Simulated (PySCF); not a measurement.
Homolysis of single bonds, series B OH-SiH3. Gas-phase values, no solvent. One relaxed conformer stands for each flexible species; it need not be the lowest. Strings in code marks are SMILES.

The dipole moment from two functionals at the same geometries (PBE0-D4/def2-TZVP), both in PySCF: PBE-D3(BJ)/def2-TZVP and PBE0-D4/def2-TZVP. 

```tsv
species	PBE-D3(BJ)/def2-TZVP (D)	PBE0-D4/def2-TZVP (D)
radical fragment (`[OH]`)	1.72	1.77
radical fragment (`[SiH3]`)	0.03	0.03
radical fragment (`[SiH3][B][SiH3]`)	0.16	0.21
```

Over these rows, drawn at random from the members with no instability flagged (it was tested for open shells, ions and some series alone), PBE minus PBE0-D4: mean -0.04 D, from -0.06 D to -0.01 D.
